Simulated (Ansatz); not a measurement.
# doublet BH₂: levels of theory in one basis

```yaml
atoms:
  - { symbol: H, position_ang: [0.0000, 0.1867, -1.1744] }
  - { symbol: B, position_ang: [0.0000, -0.3734, 0.0000] }
  - { symbol: H, position_ang: [0.0000, 0.1867, 1.1744] }
```

Basis set: def2-SVP (spherical functions). Left uncorrelated: 1 orbital. Correlation on ROHF uses semicanonical orbitals with singles. Charge 0, multiplicity 2.

Computed with Ansatz (development build ahead of 0.2.0); each method stands on the lowest determinant of its kind that the runs found.

```json
{"method": "ROHF", "E − E(ROHF) (eV)": "0.00", "<S²> of the determinant": "–"}
{"method": "UHF", "E − E(ROHF) (eV)": "-0.03", "<S²> of the determinant": "0.75"}
{"method": "ROHF-MP2", "E − E(ROHF) (eV)": "-1.86", "<S²> of the determinant": "–"}
{"method": "UHF-MP2", "E − E(ROHF) (eV)": "-1.86", "<S²> of the determinant": "0.75"}
```

Task: What does ROHF-CCSD(T) give on the same scale?

Result: -2.44 eV.

Task: Is a single determinant a sound starting point here?

Result: By this sign, yes. Unrestricted orbitals gain 0.03 eV and <S²> is 0.75 against 0.75 for a pure state.
